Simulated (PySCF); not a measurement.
# Partial charges of `[H]/N=C(\C)[C@H](C)F`

C4H8FN.
Numbering: `[H]/[N:3]=[C:2](\[CH3:1])[C@H:4]([CH3:5])[F:6]` (hydrogens: H7, H8, H9 on C1; H10 on N3; H11 on C4; H12, H13, H14 on C5)

Cartesian coordinates in Å at the GFN2-xTB level; atoms count from 1:
```xyz
14
C4H8FN angstrom
C     -1.707   -0.238   -0.101
C     -0.462    0.209    0.600
N     -0.342    1.155    1.420
C      0.803   -0.549    0.259
C      1.616    0.203   -0.789
F      0.493   -1.807   -0.226
H     -1.540   -0.259   -1.177
H     -2.544    0.420    0.126
H     -1.949   -1.253    0.210
H     -1.199    1.672    1.609
H      1.397   -0.705    1.166
H      2.514   -0.359   -1.032
H      1.889    1.175   -0.392
H      1.029    0.335   -1.696
```

Density: PBE0/pcSseg-1 (PySCF); schemes: Mulliken, IAO, Hirshfeld and ESP-fitted. The structure is a single GFN2-xTB conformer in the gas phase; no vibrational or solvent corrections.

Tabulate the Mulliken, IAO, Hirshfeld and ESP-fitted charges.

In e:

| atom | environment | Mulliken | IAO | Hirshfeld | ESP-fitted |
| --- | --- | --- | --- | --- | --- |
| C1 | methyl carbon | -0.185 | -0.461 | -0.125 | -0.460 |
| C2 | imine carbon | -0.143 | +0.183 | +0.095 | +0.490 |
| N3 | imine nitrogen | -0.331 | -0.461 | -0.240 | -0.826 |
| C4 | sp3 C–F carbon | +0.197 | +0.166 | +0.064 | +0.313 |
| C5 | methyl carbon | -0.256 | -0.433 | -0.125 | -0.407 |
| F6 | alkyl fluorine | -0.340 | -0.337 | -0.112 | -0.293 |
| H7 | methyl hydrogen | +0.134 | +0.161 | +0.051 | +0.143 |
| H8 | methyl hydrogen | +0.118 | +0.148 | +0.048 | +0.113 |
| H9 | methyl hydrogen | +0.148 | +0.172 | +0.051 | +0.135 |
| H10 | N–H hydrogen | +0.158 | +0.244 | +0.107 | +0.393 |
| H11 | methine hydrogen | +0.125 | +0.157 | +0.047 | +0.041 |
| H12 | methyl hydrogen | +0.131 | +0.153 | +0.048 | +0.125 |
| H13 | methyl hydrogen | +0.134 | +0.163 | +0.049 | +0.121 |
| H14 | methyl hydrogen | +0.112 | +0.143 | +0.042 | +0.112 |

Mean size of the charges over all atoms: ESP-fitted 0.284 e, IAO 0.242 e, Mulliken 0.179 e, Hirshfeld 0.086 e. Each set sums to the total charge, 0, to within 0.001 e. The IAO scheme projects the occupied orbitals on a minimal set of polarised atomic orbitals and counts the electrons in each atom's part of it. The Hirshfeld scheme weights the molecular density at each point by an atom's share of the summed free-atom densities.

Lowest charge. The schemes don't all agree: Mulliken F6 (-0.340); IAO C1 and N3 (-0.461); Hirshfeld N3 (-0.240); ESP-fitted N3 (-0.826).

Highest charge. The schemes don't all agree: Mulliken C4 (+0.197); IAO H10 (+0.244); Hirshfeld H10 (+0.107); ESP-fitted C2 (+0.490).

Sum the charges by element, for elements with more than one atom.

| element | atoms | Mulliken | IAO | Hirshfeld | ESP-fitted |
| --- | --- | --- | --- | --- | --- |
| C | 4 | -0.388 | -0.544 | -0.091 | -0.064 |
| H | 8 | +1.059 | +1.342 | +0.443 | +1.183 |

How many electrons does the IAO scheme count on C5?

Z − q = 6 − (-0.433) = 6.433.
